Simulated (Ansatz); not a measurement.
Mulliken charges of CH4ClSi, SMILES `[CH2][SiH2]Cl` radical from PBE/def2-TZVPP in Ansatz (PBE0-D4/def2-TZVP geometry).

| atom | x (Å) | y (Å) | z (Å) | charge (e) |
| --- | --- | --- | --- | --- |
| C1 | -0.956 | 0.088 | -0.603 | -0.268 |
| Si2 | 0.657 | 0.049 | 0.265 | 0.390 |
| Cl3 | 0.631 | -1.390 | 1.747 | -0.231 |
| H4 | -1.161 | -0.521 | -1.477 | 0.112 |
| H5 | -1.796 | 0.672 | -0.240 | 0.111 |
| H6 | 0.935 | 1.344 | 0.929 | -0.056 |
| H7 | 1.751 | -0.310 | -0.667 | -0.057 |

**Question.** By hand: the dipole of these point charges (1 e Å = 4.8032 D).

**Answer.** Σ q r = (-0.115, 0.275, -0.345) e Å, of length 0.456 e Å = 2.19 D.

**Question.** How does the dipole of the full density compare? (An estimate is asked.)

**Answer.** Computed: (-0.159, 0.171, -0.260) e Å, 1.68 D; the point charges give 1.30 times that, at 13° from its direction.

Point charges leave out the atoms' own dipoles, such as those of lone pairs, and Mulliken's split depends on the basis, so the two needn't agree.
